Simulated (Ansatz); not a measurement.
(LiH)3 ring (Li₃H₃). The state is a triplet with charge 0. Geometry r2SCAN-D4/def2-TZVP, that of the neutral singlet; atoms count from 1.

```tsv
atom	x (Å)	y (Å)	z (Å)
Li1	1.211	-0.179	-1.074
H2	0.326	1.286	-1.206
Li3	-0.915	1.346	-0.022
H4	-1.333	0.197	1.182
Li5	-0.296	-1.168	1.095
H6	1.007	-1.483	0.024
```

At PBE0-D4/def2-TZVP a singlet of charge 0 lies 4.84 eV below the triplet at the same geometry.

Question: Estimate the Mulliken populations from the PBE0/def2-TZVP orbitals of Ansatz.

Answer: 
```
atom  charge (e)  spin (α − β)
 Li1        0.27          0.38
  H2       -0.23          0.50
 Li3        0.27          0.38
  H4       -0.36          0.23
 Li5        0.42          0.28
  H6       -0.36          0.23
```
Mulliken values and Mayer orders depend strongly on the basis.

Question: Where does the spin sit?

Answer: Summed by element: Li 1.04, H 0.96, of 2 unpaired in all. Largest on single atoms: H2 0.50, Li1 0.38, Li3 0.38.

Question: And the Mayer bond orders between bonded heavy atoms (over 0.3)?

Answer: Li1–Li3 0.32 (2.82 Å).
